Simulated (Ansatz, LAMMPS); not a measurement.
**Static dielectric constant of rock-salt MgO: levels of theory against measurement**

Reference value: 9.8 (measured, room temperature, not corrected to a static lattice, our sources range from 9.20 to 9.83; as tabulated in Hong and Vanderbilt (2013), arXiv:1307.0132).

```tsv
level (code)	value	cell (Å³/atom)
ionic model binks1994 (shell model, LAMMPS)	8.17	9.34
ionic model bush1994 (shell model, LAMMPS)	14.3	9.30
ionic model catlow1992 (shell model, LAMMPS)	11.7	9.54
LDA (Ansatz)	9.77	9.00
BLYP (Ansatz)	12.0	9.76
PBE (Ansatz)	[?]	9.62
PBEsol (Ansatz)	[?]	9.36
revPBE (Ansatz)	11.8	9.86
RPBE (Ansatz)	12.0	9.93
PBE-D3(BJ) (Ansatz)	[?]	9.31
r²SCAN (Ansatz)	9.77	9.29
```

Complete the blanks.


- PBE (Ansatz, a first-principles code), value: 11.2
- PBEsol (Ansatz), value: 10.4
- PBE-D3(BJ) (Ansatz), value: 10.1

Differences against the reference: ionic model binks1994 -16.6 %, ionic model bush1994 +46 %, ionic model catlow1992 +19.4 %, LDA -0.3 %, BLYP +22 %, PBE +14.3 %, PBEsol +6.1 %, revPBE +20 %, RPBE +22 %, PBE-D3(BJ) +3.1 %, r²SCAN -0.3 %.

Once the reference is moved by up to 6.1 % (a margin picked here for doubts on the reference and the settings, and for temperature and zero-point motion) and values within 1.7 % count as equal, the nearest can be LDA (-0.3 %), r²SCAN (-0.3 %), PBE-D3(BJ) (+3.1 %) or PBEsol (+6.1 %). Among them ionic model bush1994 (+46 %) misses by most.

The reference isn't brought to a static lattice, while the calculations are for one, so the differences are not the levels' errors alone.  PBE-D3(BJ): the dispersion coefficients are held fixed in the derivatives. Each level is taken at its own relaxed cell. Cutoffs and k meshes differ between the levels. Ansatz's density-functional and Hartree–Fock values are scalar-relativistic unless marked +SOC, with PAW data made under PBE.

Empirical potentials (ionic model binks1994, ionic model bush1994, ionic model catlow1992) are fitted to chosen data: where that held the value shown, agreement is built in, and what lay outside the fit can be far off.

Differences are worked out from the printed values.
